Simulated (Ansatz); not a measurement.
fcc Ni, treated with PBE (Ansatz, a first-principles code, PAW).

Settings: plane-wave cutoff 520 eV, 20×20×20 k mesh, Fermi–Dirac smearing 0.1 eV, perturbation theory, spin-polarised with parallel moments, scalar-relativistic PAW data made under PBE.

The cell has the measured lattice parameters. Conventional cell: a = 3.5241 Å, b = 3.5241 Å, c = 3.5241 Å, α = 90.00°, β = 90.00°, γ = 90.00°.

Harmonic phonon frequencies (cm⁻¹; i marks an imaginary mode):

```
q point  frequencies
-------  -----------
X        208 208 280
L        145 145 289
W        206 244 244
```

No imaginary mode appears at these points.

Note: the cell isn't this level's own, so it is under some stress, which shifts stiffness and frequencies.
